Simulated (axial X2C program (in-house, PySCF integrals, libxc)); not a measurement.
LiNa: properties at the nuclei

Calculated with an axial X2C code built on PySCF integrals: two-component X2C with atomic mean-field Coulomb and Gaunt terms, Gaussian nuclei, basis Na dyall-cv3z, Li dyall-cv3z with contracted cores.

R = 2.919 Å (near the PBE0 minimum at charge 0 of the determinant lowest at the starting distance; the state shown can have its own minimum elsewhere).

Input and command:
```json
{"zs": [11, 3], "q": 0, "bas": ["dyall-cv3z", "dyall-cv3z"], "r0": 2.88, "levels": ["PBE0", "HF", "BHandHLYP", "PBE50", "PBE"], "nst": 3}
```
```bash
python soeom.py task.json out
```

Keys: zs atomic numbers; q charge; bas basis sets; r0 starting distance in Å; levels methods; nst determinants followed.

Determinant lowest in the PBE0 search, Ω = 0 (closed shell), highest spinor 45% Na s, 44% Li s, 6% Na p:

```
    level  qzz Na (a.u.)  qzz Li (a.u.)  μ (D)
     PBE0          -0.03           0.00  -0.36
       HF          -0.03           0.00  -0.66
BHandHLYP          -0.03           0.00  -0.16
    PBE50          -0.03           0.00  -0.54
      PBE          -0.02           0.00  -0.20
```

Determinant 0.95 eV from it at PBE0 and this distance, Ω = 1 (⟨Sz⟩ = 1.00, ⟨Lz⟩ = 0.00 at PBE0), spin on the atoms Na 0.46, Li 0.54:

```
    level  Eeff magnitude (GV/cm)  Ws magnitude Na (kHz)  A∥/gI Na (MHz)  qzz Na (a.u.)  A∥/gI Li (MHz)  qzz Li (a.u.)  μ (D)
     PBE0                 0.00651                 0.0026             310          -0.06            93.8          -0.01  -1.18
       HF                 0.00575                0.00229             291          -0.03            95.5           0.00  -1.46
BHandHLYP                 0.00623                0.00248             343          -0.05             112          -0.01  -1.26
    PBE50                 0.00645                0.00257             304          -0.05            94.7          -0.01  -1.26
      PBE                 0.00653                0.00261             316          -0.07            92.8          -0.01  -1.11
```

Eeff is the effective electric field on the electron electric dipole moment in this Ω state and Ws the scalar–pseudoscalar constant of the nucleus named (defined with the proton number Z and per Ω); A∥ (defined per Ω) follows by multiplying with gI = μI/(I μN); qzz is the electric field gradient, eQq0 = 234.96 MHz × Q/barn × qzz; μ is positive if the Li end (last atom) is positive. The operators were transformed with the bare-nucleus X2C matrices; with these basis sets, hyperfine constants and field gradients can be off by tens of per cent, and where levels differ in sign neither size nor sign is settled.

Each state is one determinant with collinear spin, which with several unpaired electrons need not be a pure state. Unrestricted Hartree–Fock can overshoot spin polarisation at the nuclei. A closed determinant beside an open π² or δ² triplet, such as (π1/2)², mixes with its partner pair into the 0⁺ component of the triplet and ¹Σ⁺, so its energy is not that of a level, and 0⁺ can lie lowest. With several open shells hyperfine constants can be off by a factor of several. Open-shell Ω = 0 determinants with evenly filled partner blocks cannot be reached by this program, so the Ω shown need not be the lowest component. The search compared states at one distance, so a state with another bond length can lie lower. Further determinants of the search, some of them spin-mixed, are not shown. PBE0 term energies can be off by some tenths of an eV.
